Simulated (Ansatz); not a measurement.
Relaxation of AlH₃O (5 atoms, charge 0, multiplicity 1), to a largest force component of 0.02 eV/Å in at most 40 steps.

The calculation used RKS PBE-D4/cc-pVDZ (Ansatz).

```xyz
5
Properties=species:S:1:pos:R:3
Al 0.000 0.000 0.000
O 0.000 0.000 1.780
H -0.909 -0.281 2.117
H 1.351 0.000 -0.780
H -1.351 0.000 -0.780
```

Q: Where does it end, and by what steps?

A: It converged. After 5 steps the energy has fallen by 0.106 eV; O2 moved furthest, 0.14 Å.

| step | energy less start (eV) | largest force component (eV/Å) | accepted |
| --- | --- | --- | --- |
| 0 | 0.0000 | 1.248 | yes |
| 1 | 0.0406 | 2.666 | no |
| 2 | -0.0937 | 0.556 | yes |
| 3 | -0.1005 | 0.387 | yes |
| 4 | -0.1054 | 0.112 | yes |
| 5 | -0.1064 | 0.005 | yes |

```xyz
5
Properties=species:S:1:pos:R:3
Al -0.032 -0.023 -0.036
O -0.010 -0.125 1.710
H -0.856 -0.173 2.190
H 1.417 0.050 -0.700
H -1.429 -0.010 -0.826
```

Whether the end is a true minimum wasn't checked by a vibrational analysis.

Time of the run: 4.9 s on 1 thread of Arm Neoverse V2, on a shared host, peak memory 0.1 GiB.
